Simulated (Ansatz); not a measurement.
# Litharge PbO

All values below come from rVV10 in Ansatz (PAW).

Settings: plane-wave cutoff 500 eV, 8×8×6 k mesh (along the axes of the cell as run), gaussian smearing 0.02 eV, scalar-relativistic PAW data made under PBE.

Cell: relaxed at this level.

- equilibrium volume per atom: 20.78 Å³/atom
- lattice constant a: 4.081 Å
- c axis length: 4.990 Å
- band gap: 1.20 eV (on the SCF k mesh)

Measured, for comparison: lattice constant a 3.975 Å (room temperature, not corrected to a static lattice, our sources range from 3.964 to 3.975; as tabulated in Canepa et al. (2012), arXiv:1204.2842); lattice parameter c 5.023 Å (room temperature, not corrected to a static lattice, our sources range from 4.995 to 5.023; as tabulated in Canepa et al. (2012), arXiv:1204.2842). Computed (rounded) less measured: lattice constant a +2.7 % (+2.7 % to +3.0 % over the range), lattice parameter c -0.7 % (-0.1 % to -0.7 % over the range). A static lattice is as a rule a little smaller and stiffer than an uncorrected measurement, which narrows the difference in the lattice parameter c and would widen misses of the other sign.

Spin–orbit coupling is not included; with these elements it can move the gap by several tenths of an eV or more.

Static lattice: no zero-point or thermal effects.

Cost on a shared machine: very roughly 80 core-seconds.

Ansatz is an electronic-structure program.
